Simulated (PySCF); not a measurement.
Gas-phase XPS of `FC(F)(F)S`, computed

Species: CHF3S.
Bonds: F1–C2, C2–F3, C2–F4, C2–S5. Hydrogens: H6 on S5.

Method used: PySCF, delta-SCF UKS SCAN, pcX-2 on the ionised atom, pcseg-1 elsewhere, spin-free X2C. Each binding energy is the total energy of the core-ionised species, with the hole localised on one atom, minus that of the ground state; both are solved self-consistently, so orbital relaxation is included.

Question: List the computed XPS lines with their assignment.

Answer: 
```json
{"atom(s)": "S5", "bonded to": "C and H", "level": "S 1s", "binding energy (eV)": "2478.77", "count": "1"}
{"atom(s)": "F1/F3/F4", "bonded to": "C", "level": "F 1s", "binding energy (eV)": "694.41", "count": "3"}
{"atom(s)": "C2", "bonded to": "3 F and S", "level": "C 1s", "binding energy (eV)": "299.13", "count": "1"}
```

Question: Express the binding energy of F 1s of F1/F3/F4 in atomic units and per mole.

Answer: 694.41 eV = 25.5191 Eh = 67000 kJ/mol.

One atom of each set of topologically equivalent atoms was ionised and stands for the set; in this conformer not all members are related by symmetry, and their own values weren't computed. Not every level is listed. Geometry: PBE0-D3(BJ)/def2-SVP; no solvent, vibrations or thermal averaging.

On an Arm Neoverse N1 with one thread (shared host), this took 20 s.

Conformer computed: `[F:1][C:2]([F:3])([F:4])[SH:5]`: H–S5–C2–F1 -60°.
